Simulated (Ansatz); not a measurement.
Geometry optimisation, Ansatz 0.2.0, RKS PBE0/def2-mTZVP.

The input (input.yaml):

```yaml
crystal:
  periodic: [false, false, false]
  atoms:
    - { symbol: C, position_ang: [0.2885, -0.5227, 1.4995] }
    - { symbol: C, position_ang: [0.3904, 0.2942, 0.2024] }
    - { symbol: O, position_ang: [0.4533, -0.5609, -0.9522] }
    - { symbol: C, position_ang: [-0.5305, 0.1518, -1.5524] }
    - { symbol: Cl, position_ang: [-0.1025, 1.2427, -2.8232] }
    - { symbol: O, position_ang: [-0.8608, 0.7953, -0.2915] }
    - { symbol: H, position_ang: [1.2003, -0.9865, 1.7479] }
    - { symbol: H, position_ang: [-0.5105, -1.2165, 1.4065] }
    - { symbol: H, position_ang: [-0.0086, 0.2101, 2.357] }
    - { symbol: H, position_ang: [1.1717, 1.0719, 0.2363] }
    - { symbol: H, position_ang: [-1.4259, -0.5364, -1.8097] }
basis:
  gaussian: { orbitals: def2-mTZVP }
hamiltonian:
  xc: pbe0
relax:
  f_tol: 0.015
  max_steps: 40
output:
  orbitals: {}
```

Launched with:

```bash
$ ansatz run input.yaml --threads 2 --pin off --max-ram 3072MiB --backend cpu --events-out ev --progress --plain --runs-dir out
```

**Question.** Where does it end, and by what steps?

**Answer.** The forces met the threshold. After 6 steps the energy has fallen by 0.556 eV; C4 moved furthest, 0.11 Å.

```json
{"step": "0", "energy less start (eV)": "0.0000", "largest force component (eV/Å)": "3.634", "accepted": "yes"}
{"step": "1", "energy less start (eV)": "-0.4471", "largest force component (eV/Å)": "1.655", "accepted": "yes"}
{"step": "2", "energy less start (eV)": "-0.5381", "largest force component (eV/Å)": "0.865", "accepted": "yes"}
{"step": "3", "energy less start (eV)": "-0.5479", "largest force component (eV/Å)": "0.355", "accepted": "yes"}
{"step": "4", "energy less start (eV)": "-0.5557", "largest force component (eV/Å)": "0.073", "accepted": "yes"}
{"step": "5", "energy less start (eV)": "-0.5560", "largest force component (eV/Å)": "0.018", "accepted": "yes"}
{"step": "6", "energy less start (eV)": "-0.5560", "largest force component (eV/Å)": "0.003", "accepted": "yes"}
```

```xyz
11
Properties=species:S:1:pos:R:3
C 0.252 -0.485 1.494
C 0.389 0.273 0.218
O 0.528 -0.546 -0.953
C -0.575 0.124 -1.459
Cl -0.150 1.229 -2.855
O -0.840 0.817 -0.289
H 1.197 -0.978 1.731
H -0.535 -1.234 1.410
H 0.010 0.204 2.306
H 1.171 1.040 0.254
H -1.382 -0.502 -1.836
```

Time of the run: 37 s on 2 threads of Arm Neoverse V1, with other jobs on the host, peak memory 0.39 GiB.
